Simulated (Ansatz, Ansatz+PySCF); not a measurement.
```xyz
3

S     0.0000    0.1959   -1.4549
S     0.0000   -0.6378    0.3167
H     0.0000    0.4419    1.1382
```

Basis set: cc-pVTZ on H; cc-pV(T+d)Z on S (spherical functions). Correlated methods keep 10 orbitals frozen. Correlation on ROHF uses semicanonical orbitals with singles. Charge 0, multiplicity 2.

Computed with Ansatz (development build ahead of 0.2.0); each method stands on the lowest determinant of its kind that the runs found.

Q: Give the atomization energy at this shape (free ground-state atoms in the same class of orbitals less the molecule, no zero-point energy) of doublet HS₂ by ROHF-CCSD(T), ROHF-MP2, UHF-MP2.

A:

| method | atomization energy |
| --- | --- |
| ROHF-CCSD(T) | 6.70 eV |
| ROHF-MP2 | 6.72 eV |
| UHF-MP2 | 6.75 eV |
